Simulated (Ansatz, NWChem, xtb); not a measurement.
SiH3Cl (SiClH3): methods side by side

The species is SiH3Cl (5 atoms), meant as a singlet with charge 0. As SMILES, `[H][Si]([H])([H])Cl`. The coordinates come from a GFN2-xTB relaxation.

```xyz
5

Si    0.0003    0.0019   -0.1294
Cl    0.0107   -0.0208    1.8806
H     1.3823    0.0112   -0.5949
H    -0.7007    1.2037   -0.5665
H    -0.6925   -1.1960   -0.5898
```

Each level gives the vertical ionisation energy (to the doublet cation) (eV). The values are calculated.

| level | kind | program | value (eV) | CPU time (all runs) |
| --- | --- | --- | --- | --- |
| GFN2-xTB | semi-empirical | xtb | 14.69 | under 2 s |
| GFN1-xTB | semi-empirical | xtb | 15.55 | under 2 s |
| HF/STO-3G | Hartree–Fock | Ansatz | 9.48 | 0.39 s |
| SVWN5/STO-3G | LDA | Ansatz | 9.72 | 2.3 s |
| BLYP/STO-3G | GGA | Ansatz | 9.67 | 4.7 s |
| PBE/STO-3G | GGA | Ansatz | 9.81 | 7.2 s |
| revPBE/STO-3G | GGA | Ansatz | 9.83 | 4.2 s |
| r2SCAN/STO-3G | meta-GGA | Ansatz | 10.05 | 14 s |
| revPBE0/STO-3G | global hybrid | NWChem | 10.16 | 17 s |
| B3LYP/STO-3G | global hybrid | Ansatz | 10.11 | 5.7 s |

The values span 9.48 to 15.55 eV. The xTB values lack the empirical shift that such differences need. All rows use very small basis sets, so even the best lies far from the true value. CPU times are rough (shared hosts, several kinds of processor): they show what a rung costs within a factor of a few.
